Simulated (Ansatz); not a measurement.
Results of HSE06 (Ansatz, an electronic-structure program, PAW) for rhombohedral A7 As.

Numerical settings: plane-wave cutoff 460 eV, 10×10×10 k mesh, Fermi–Dirac smearing 0.05 eV, scalar-relativistic PAW data made under PBE.

Computed at the level's own relaxed cell.

### Question
Give the computed lattice constant a and lattice parameter c.

### Answer

- lattice constant a = 3.731 Å
- lattice parameter c = 11.188 Å

Measured, for comparison: lattice constant a 3.760 Å, lattice parameter c 10.441 Å (4 K, zero-point motion not removed; as tabulated in Schiferl, Barrett, J. Appl. Cryst. 2, 30 (1969), as in the American …). Computed (rounded) less measured: lattice constant a -0.8 %, lattice parameter c +7.2 %.

Note: the cell comes from a level without a dispersion term, which matters for the spacing of layers, chains or molecules.

Computed values are for the static lattice.
